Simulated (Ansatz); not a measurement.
# C₂H₅Al: small, medium and large basis sets

One table from this session's results is given with a row withheld; the runs are named, their logs left out.

Method: one geometry, several basis sets; program: Ansatz 0.2.0, Gaussian basis.

The runs, in order: PBE0-D4/def2-SVP; ωB97M-V/def2-SVP; PBE0-D4/def2-QZVPP; ωB97M-V/def2-QZVPP; the functionals' def2-TZVPP values are taken from earlier runs.

### The geometry

All runs share one geometry, relaxed beforehand with PBE0-D4 in a triple-zeta def2 set.

8 atoms, charge 0, spin multiplicity 1.

Atoms are counted from 1 here; the program's logs count them from 0.

Bond lengths: C1–C2 1.585 Å, C1–Al3 1.905 Å, C1–H4 1.089 Å, C1–H5 1.089 Å, C2–Al3 1.905 Å, C2–H6 1.089 Å, C2–H7 1.089 Å, Al3–H8 1.574 Å. Angles: C2–C1–Al3 65.4°, C2–C1–H4 114.8°, C2–C1–H5 114.7°, Al3–C1–H4 122.1°, Al3–C1–H5 122.0°, H4–C1–H5 110.0°, C1–C2–Al3 65.4°, C1–C2–H6 114.7°, C1–C2–H7 114.7°, Al3–C2–H6 122.1°, Al3–C2–H7 122.1°, H6–C2–H7 110.0°, C1–Al3–C2 49.1°, C1–Al3–H8 155.4°, C2–Al3–H8 155.4°.

The first run:

Contents of in.yaml:

```yaml
crystal:
  periodic: [false, false, false]
  atoms:
    - {symbol: C, position_ang: [-0.720477, 0.214947, -0.471521]}
    - {symbol: C, position_ang: [0.762368, 0.479068, 0.020700]}
    - {symbol: Al, position_ang: [-0.018256, -1.127499, 0.683874]}
    - {symbol: H, position_ang: [-0.823882, 0.058983, -1.544175]}
    - {symbol: H, position_ang: [-1.450912, 0.946724, -0.130058]}
    - {symbol: H, position_ang: [0.884912, 1.363170, 0.644356]}
    - {symbol: H, position_ang: [1.512230, 0.474108, -0.768801]}
    - {symbol: H, position_ang: [-0.053984, -2.466603, 1.509824]}
basis:
  gaussian: {orbitals: def2-SVP}
hamiltonian: {xc: pbe0, dispersion: d4}
output: {orbitals: {seedname: orbitals}}
```

The run is started by

```console
ansatz run in.yaml --threads 2 --pin off --events-out ev --progress --plain --max-ram 4352MiB
```

Steps of the session up to this table: PBE0-D4 in def2-SVP; ωB97M-V in def2-SVP; PBE0-D4 in def2-QZVPP; ωB97M-V in def2-QZVPP.

One of the session's tables, all rows but one given; the rest of the session is left out.

It belongs to the step «Density functionals: the series». 

| functional | basis | HOMO (eV) |
| --- | --- | --- |
| PBE0-D4 | def2-SVP | -5.80 |
| PBE0-D4 | def2-TZVPP | ? |
| PBE0-D4 | def2-QZVPP | -5.84 |
| ωB97M-V | def2-SVP | -7.94 |
| ωB97M-V | def2-TZVPP | -7.98 |
| ωB97M-V | def2-QZVPP | -7.99 |

Estimate the missing values for PBE0-D4, def2-TZVPP.

As computed: HOMO (eV): -5.83. In the column «HOMO (eV)» it lies between PBE0-D4, def2-QZVPP (-5.84) and PBE0-D4, def2-SVP (-5.80).
